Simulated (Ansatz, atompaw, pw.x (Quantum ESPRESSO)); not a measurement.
Equation-of-state test of one PAW (atompaw) potential (Sn)

atompaw 4.2.0.5 input, output lines left out:

```
Sn 50
GGA-PBE scalarrelativistic loggrid 1500 logderivrange -3 5 201
5 5 4 0 0 0
5 0 1.75
5 1 2.25
0 0 0
c
c
c
c
v
c
c
c
v
c
c
2
2.90 2.75 2.00 1.50
y
-0.3
n
y
0.15
n
y
-0.15
y
2.9
n
custom rrkj vanderbiltortho sinc
bessel
2.40
2.40
2.90
2.90
2.85
2.90
```

Crystal test: diamond Sn in pw.x 7.5, no spin, 8³ k-points, Fermi–Dirac smearing 0.01 Ry, cutoffs 40/400 Ry. The reference is all-electron LAPW (Ansatz 0.2.0) with the same functional, mesh and smearing; V0 and B0 come from Birch–Murnaghan fits to the pressures at five volumes. Errors are pseudo minus all-electron; Δ is the rms difference of the E(V) curves that follow from these fits, minima aligned, over ±6 % about the mean V0. Mesh and smearing are coarse, so the numbers serve the comparison and aren't converged zero-temperature values; the lattice is a test structure that the element need not adopt.

```tsv
V (Å³/atom)	P all-electron (GPa)	P pseudo (GPa)
34.936	2.25	2.84
35.856	1.13	1.67
36.775	0.16	0.66
37.694	-0.67	-0.22
38.614	-1.39	-0.98
```

All-electron: a0 = 6.661 Å (V0 = 36.95 Å³/atom), B0 = 35.1 GPa.

Pseudopotential: mean pressure error (GPa): +0.50; a0 (Å): 6.691; a0 error (%): +0.45; B0 error (%): -1.5; Δ (meV/atom): 3.9. The largest radius (2.90 bohr) exceeds half the bond length (2.72 bohr), so the spheres overlap, which is one possible source of error among others.

Task: At the middle volume, how do free energy and pressure move when the wave cutoff is lowered (ecutrho held at 400 Ry)?

Result:

```tsv
cutoff (Ry)	shift of F (meV/atom)	shift of P (GPa)
18	+1.1	-0.00
24	+0.4	-0.00
32	+0.2	+0.00
```

Input at the middle volume:

```
&control
  calculation='scf', prefix='x', pseudo_dir='./', outdir='./tmp', tstress=.true., disk_io='low'
/
&system
  ibrav=0, nat=2, ntyp=1, ecutwfc=40, ecutrho=400, nbnd=11,
  occupations='smearing', smearing='fd', degauss=0.01
/
&electrons
  conv_thr=1e-09, mixing_beta=0.4, electron_maxstep=70
/
ATOMIC_SPECIES
Sn 1.0 Sn.UPF
CELL_PARAMETERS angstrom
  0.00000000 3.32545361 3.32545361
  3.32545361 0.00000000 3.32545361
  3.32545361 3.32545361 0.00000000
ATOMIC_POSITIONS crystal
Sn 0.0000 0.0000 0.0000
Sn 0.2500 0.2500 0.2500
K_POINTS automatic
8 8 8 0 0 0
```

```bash
pw.x < Sn.scf.in > Sn.scf.out
```

Lines of the output:

```
Message from routine setup:
     using ibrav=0 with symmetry is DISCOURAGED, use correct ibrav instead
     lattice parameter (alat)  =       8.8872  a.u.
     unit-cell volume          =     496.3400 (a.u.)^3
     number of electrons       =         8.00
     number of Kohn-Sham states=           11
     kinetic-energy cutoff     =      40.0000  Ry
     charge density cutoff     =     400.0000  Ry
     scf convergence threshold =      1.0E-09
     Exchange-correlation= SLA PW PBX PBC
     number of k points=    29  Fermi-Dirac smearing, width (Ry)=  0.0100
     iteration #  1     ecut=    40.00 Ry     beta= 0.40
     total energy              =    -667.80245183 Ry
     estimated scf accuracy    <       0.02520031 Ry
     iteration #  2     ecut=    40.00 Ry     beta= 0.40
     total energy              =    -667.80053948 Ry
     estimated scf accuracy    <       0.00775069 Ry
     iteration #  3     ecut=    40.00 Ry     beta= 0.40
     total energy              =    -667.80082164 Ry
     estimated scf accuracy    <       0.00001509 Ry
     iteration #  4     ecut=    40.00 Ry     beta= 0.40
     total energy              =    -667.80083222 Ry
     estimated scf accuracy    <       0.00000229 Ry
     iteration #  5     ecut=    40.00 Ry     beta= 0.40
     total energy              =    -667.80083300 Ry
     estimated scf accuracy    <       0.00000062 Ry
     iteration #  6     ecut=    40.00 Ry     beta= 0.40
     total energy              =    -667.80083314 Ry
     estimated scf accuracy    <          4.8E-09 Ry
     iteration #  7     ecut=    40.00 Ry     beta= 0.40
     total energy              =    -667.80083314 Ry
     estimated scf accuracy    <          1.7E-09 Ry
     iteration #  8     ecut=    40.00 Ry     beta= 0.40
     the Fermi energy is     3.6408 ev
!    total energy              =    -667.80083314 Ry
     estimated scf accuracy    <          7.7E-11 Ry
     smearing contrib. (-TS)   =      -0.00136504 Ry
     The total energy is F=E-TS. E is the sum of the following terms:
     one-electron contribution =       4.62155147 Ry
     hartree contribution      =       1.08904287 Ry
     xc contribution           =     -39.53106932 Ry
     ewald contribution        =     -13.71516117 Ry
     one-center paw contrib.   =    -620.26383195 Ry
     convergence has been achieved in   8 iterations
          total   stress  (Ry/bohr**3)                   (kbar)     P=        6.57
```

The run at the middle volume (29 k-points, 8 iterations) took about 15 s on one core of a shared host (Intel(R) Xeon(R) 6975P-C, 192 threads, 756 GiB, load 102).
